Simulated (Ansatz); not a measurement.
Compare A (`NC1CC1=O`) with its isomer B (`COC1=NC1`).

Isolated molecules relaxed with PBE0-D4/def2-TZVP in Ansatz; ΔE leaves out vibrations. CBS: MP2 limit from def2 TZ/QZ plus the TZ coupled-cluster correction, frozen cores. Functionals use def2-TZVPP. B3LYP here is the variant with VWN-RPA as its local correlation; programs differ in this. One conformer a species, not always the lowest.

Task: Which is lower in electronic energy at CCSD(T)/CBS, and by how much? (Estimate.)

Result: The calculation gave: A, by 34.6 kJ/mol.

Task: Give E(B) − E(A) in kJ/mol with HF/def2-TZVPP, B2PLYP, CCSD(T)/def2-SVP, CCSD(T)/def2-TZVPP, B3LYP-D4, B3LYP, MP2/def2-TZVPP. (An estimate is asked.)

Result: The calculation gave: HF/def2-TZVPP 29.8, B2PLYP 31.9, CCSD(T)/def2-SVP 29.8, CCSD(T)/def2-TZVPP 30.6, B3LYP-D4 35.2, B3LYP 34.1, MP2/def2-TZVPP 30.2. None reverses the order clearly.

Task: Does the order hold for the free energy at 298.15 K (harmonic terms from PBE0-D4)? (An estimate is asked.)

Result: The calculation gave: Yes: G(B) − G(A) = +36.2 kJ/mol, for one conformer each.

Largest T1 diagnostic: 0.014.

At CCSD(T), def2-SVP lies −4.8 kJ/mol from the extrapolated value and def2-TZVPP −4.0 kJ/mol. From BLYP to BHLYP (50 % exact exchange), in def2-TZVPP and without D4, E(B) − E(A) moves by +3.8 kJ/mol.
